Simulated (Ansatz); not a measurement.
Two shapes of singlet CH₃Cl.

Shape 1:

```xyz
5

C     0.0000    0.0000   -1.1193
Cl    0.0000    0.0000    0.6560
H     0.0000   -1.0366   -1.4786
H    -0.8977    0.5183   -1.4786
H     0.8977    0.5183   -1.4786
```

Shape 2:

```xyz
5

C     0.0000    0.0000   -1.0298
Cl    0.0000    0.0000    0.6035
H     0.0000   -0.9537   -1.3603
H    -0.8259    0.4768   -1.3603
H     0.8259    0.4768   -1.3603
```

Basis set: cc-pVDZ (spherical functions). Frozen core: 6 orbitals. Charge 0, multiplicity 1.

Computed with Ansatz (development build ahead of 0.2.0); each method stands on the lowest determinant of its kind that the runs found.

**Question.** Which shape is lower in energy, and by how much in each method?

**Answer.**

```tsv
method	E(2) − E(1) (eV)
RHF	0.749
RHF-MP2	0.855
```

Shape 1 is lower. Caution: no unrestricted run beside it, a lower state can exist.
